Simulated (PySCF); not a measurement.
**Ionising CF**

UHF-CCSD(T); basis C def2-TZVPPD, F def2-TZVPPD; no relativity; PySCF 2.14. Neutral (UHF): doublet (π ↑), Re = 1.280 Å, ωe = 1300 cm⁻¹, De = 5.54 eV.

CF⁺ (RHF): singlet (closed shell), Re = 1.162 Å, ωe = 1774 cm⁻¹, De = 7.70 eV to C⁺ + F. The energies at the minima are -137.61160 hartree for CF and -137.28040 for CF⁺.

Problem. Work out the adiabatic ionisation energy, without and with harmonic zero-point energies (1 hartree = 27.2114 eV, 1 eV = 8065.5 cm⁻¹), and the change of the bond length.

Solution. At CCSD(T): 0.33120 hartree = 9.012 eV between the minima; the zero-point term (1774.0 − 1300.0)/2 cm⁻¹ = +0.029 eV makes it 9.042 eV. Re changes by -11.8 pm against the neutral. The electron leaves a π orbital, and the shorter bond of the ion fits an antibonding orbital, or a change in how ionic the bond is.

CF⁻ (UHF): triplet (π ↑↑), Re = 1.458 Å, ωe = 777 cm⁻¹, De = 2.53 eV to C + F⁻. The energies at the minima are -137.61160 hartree for CF and -137.62091 for CF⁻.

Problem. Work out the adiabatic electron affinity, without and with harmonic zero-point energies (1 hartree = 27.2114 eV, 1 eV = 8065.5 cm⁻¹), and the change of the bond length.

Solution. At UHF-CCSD(T): 0.00931 hartree = 0.253 eV between the minima; the zero-point term (1300.0 − 777.0)/2 cm⁻¹ = +0.032 eV makes it 0.286 eV. Re changes by +17.8 pm against the neutral. The electron enters a π orbital, and the ion is left as a loose complex of an ion and an atom.

Correlated steps freeze 2 core orbitals. For an ion De counts to the pair picked by the measured ionisation energies or electron affinities, which need not be the lowest pair at this level. Where the molecule has an RHF reference, its open-shell atoms are computed with UHF. The CCSD T1 diagnostic is raised in CF⁺, a sign that a single reference may not be enough there. States were picked by a PBE0 search and need not be the measured ground states.

Neutral and ion stand on different kinds of reference determinant, which adds to the error of the difference.
